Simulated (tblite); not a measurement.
Compound: C4H5O2 (doublet state).
Z-matrix (Å and degrees, GFN2-xTB geometry), rows numbered from 1:
```
O 
C   1  1.1993
O   2  1.3406  1  126.60
C   3  1.3447  2  121.11  1    -6.21
C   4  1.4644  3  130.86  2   129.65
C   4  1.4612  3  133.78  2    39.67
H   2  1.1004  1  125.30  3   179.99
H   5  1.0805  4  118.68  6  -106.05
H   5  1.0838  4  119.23  6   108.74
H   6  1.0802  4  118.72  5   106.13
H   6  1.0831  4  119.14  5  -109.19
```

Method: GFN2-xTB as coded in tblite; computed harmonic values from a numerical Hessian at the method's own geometry, unscaled. The method is semi-empirical: single wavenumbers can be off by several per cent or more. One conformer, not necessarily the lowest. Open shells enter through the occupations alone, without spin polarisation, and single modes of such species can be off by tens of per cent.

Harmonic wavenumbers (cm⁻¹): 77.5, 160.7, 211.5, 382.9, 391.9, 709.6, 764.5, 793.3, 865.3, 881.8, 981.8, 1034.2, 1046.6, 1063.0, 1072.4, 1104.4, 1110.2, 1336.3, 1405.2, 1413.7, 1505.4, 1739.0, 2852.5, 3029.9, 3042.4, 3070.9, 3076.8.

A = 9243, B = 2729, C = 2211 MHz; mass 85.029 u (most abundant isotopes); point group C1, symmetry number 1; spin multiplicity 2.

Problem. What is the zero-point energy?

Solution. ½Σν̃ = 17562 cm⁻¹ = 210.09 kJ/mol.

Problem. What is S at 400 K and 1 bar for an ideal gas of classical rigid rotors and harmonic oscillators?

Solution. Translation 170.38, rotation 113.11, vibration 72.52, spin (R ln 2) 5.76: S = 361.8 J/(mol K).

Problem. And Cp and H(400 K) − H(0)?

Solution. Cp = 119.16 J/(mol K), of which vibrations give 85.90 (their classical limit is 27 R = 224.5); H(400 K) − H(0) = 29.28 kJ/mol without the zero-point energy, 15.98 from vibrations.

Problem. How do the functions run with temperature in this model?

Solution. 
```tsv
T (K)	S (J/(mol K))	Cp (J/(mol K))	H − H(0) (kJ/mol)	G − H(0) (kJ/mol)	ln q(vib)
100	256.0	52.3	4.15	-21.45	0.56
200	297.9	71.1	10.30	-49.29	1.62
300	331.1	94.8	18.56	-80.77	2.74
500	390.7	139.9	42.27	-153.06	5.14
800	466.5	181.7	91.14	-282.03	8.84
1000	509.0	199.0	129.31	-379.67	11.21
```

q(vib) and H(0) count from the zero-point level.

Problem. Blend soft modes into free rotors: weight 1/[1 + (100 cm⁻¹/ν̃)⁴] for the oscillator and the rest for a rotor with moment μB/(μ + B), μ = h/(8π²ν), B = 10⁻⁴⁴ kg m². What vibrational entropy results?

Solution. 68.79 J/(mol K) in place of 72.52, which changes −T·S at 400 K by +1.49 kJ/mol.

Hindered rotation and anharmonicity are outside this model. Other conformers, if any are populated, would add a mixing term that is left out. The structure is chiral; the term R ln 2 for an equal mix with its mirror image is left out.
